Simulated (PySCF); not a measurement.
SO₂, singlet: reading a ladder of total energies

Geometry: MP2(full)/6-31G*, from the G2/97 set.

```xyz
3

S     0.0000    0.0000    0.3699
O     0.0000    1.2776   -0.3707
O     0.0000   -1.2776   -0.3707
```

Basis STO-3G; PySCF 2.14.0. Correlated methods freeze the noble-gas cores, which leaves 18 electrons in 12 orbitals. Prefix R: restricted or restricted open-shell reference.

Full CI is exact within this basis and frozen core; it isn't the basis-set limit.

| level | total energy (hartree) |
| --- | --- |
| RHF | -540.625176 |
| RMP2 | -540.830045 |
| RCCSD | -540.826788 |
| RCCSD(T) | -540.848250 |
| RCCSDT | -540.848676 |
| RCCSDT(Q) | -540.850182 |
| full CI | -540.849661 |

Question: What is the correlation energy at full CI, and what share of it do RMP2 and RCCSDT recover?

Answer: E(corr) = -540.849661 − (-540.625176) = -0.224485 hartree = -6.109 eV. RMP2: -0.204869 / -0.224485 = 91.26 %. RCCSDT: -0.223500 / -0.224485 = 99.56 %.

Question: By how many kcal/mol does RCCSD(T) miss full CI (1 hartree = 627.509 kcal/mol), and which steps make up the rest?

Answer: -540.848250 − (-540.849661) = 0.001411 hartree = 0.89 kcal/mol. Steps: RCCSDT − RCCSD(T) = -0.27, RCCSDT(Q) − RCCSDT = -0.95, full CI − RCCSDT(Q) = 0.33 kcal/mol. With more than one leading determinant such errors change with state and geometry, and needn't cancel in differences.
